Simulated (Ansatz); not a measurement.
## CH6NO+: structure from calculated spectroscopic constants

These gas-phase data were calculated for one isomer of CH6NO+ at PBE0-D3(BJ)/def2-SVP (harmonic, unscaled wavenumbers; equilibrium rotational constants with average atomic masses):

| Item | Value |
| --- | --- |
| rotational constants | 34.77, 9.844, 8.445 GHz |
| all wavenumbers above 1500 cm⁻¹ | 3870, 3529, 3496, 3411, 3115, 3049, 1632, 1593, 1537 |

Candidates:

(1) `CO[NH3+]`, a singlet
(2) `C[NH2+]O`, a singlet
(3) `[NH3+]CO`, a singlet

Question: Which candidate do the data belong to?

Answer: Candidate (3). 2 modes lie between 2750 and 3290 cm⁻¹, one for each C–H bond, while (1) has 3, (2) has 3.

The same quantities for all candidates:

|  | rotational constants (GHz) | wavenumbers above 1500 cm⁻¹ | E above the lowest, PBE0-D3(BJ)/def2-SVP (kcal/mol) |
| --- | --- | --- | --- |
| (1) | 39.97, 9.706, 8.64 | 3465, 3395, 3316, 3225, 3159, 3049, 1614, 1604, 1563 | 49.5 |
| (2) | 35.75, 9.85, 8.514 | 3765, 3430, 3370, 3242, 3230, 3100, 1638, 1515 | 41.3 |
| (3) | 34.77, 9.844, 8.445 | 3870, 3529, 3496, 3411, 3115, 3049, 1632, 1593, 1537 | 0.0 |

Harmonic stretches to hydrogen usually lie a few per cent above observed fundamentals. Each candidate is one conformer. Programs: Ansatz 0.2.0.
